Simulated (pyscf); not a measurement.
Thermochemistry of product channels of F–N•–F + hydrogen fluoride (HF) on the doublet surface, in kJ/mol, from CCSD(T)/def2-TZVPP + ΔMP2(QZVPP) energies (ideal gas, 1 atm, RRHO with modes under 100 cm⁻¹ raised to 100, one conformer, R ln 2 for rigid chiral ones). Structures and frequencies: ωB97X-D3(BJ)/def2-SVP in PySCF. MP2 and CC: frozen core, UHF for open shells. ΔMP2 is the change of the MP2 total energy from the triple- to the quadruple-zeta basis.

| products | ΔE | ΔH(298 K) | ΔG(600 K) | ΔG(1200 K) |
|---|---|---|---|---|
| F–N(F)–F + H atom (H•) | +341.1 | +327.2 | +355.6 | +378.5 |
| F atom (F•) + F–NH–F | +248.0 | +256.9 | +269.0 | +281.6 |
| fluorine (F–F) + :N–F [triplet] + H atom (H•) | +712.7 | +689.5 | +624.1 | +553.7 |
| fluorine (F–F) + •HN–F | +378.2 | +378.3 | +372.9 | +369.3 |

These are energies of the channels, which say nothing of barriers. The CCSD(T) − MP2 part came from Ansatz, without density fitting, on the same reference. Left out: orbital degeneracy and the spin-orbit lowering of F.
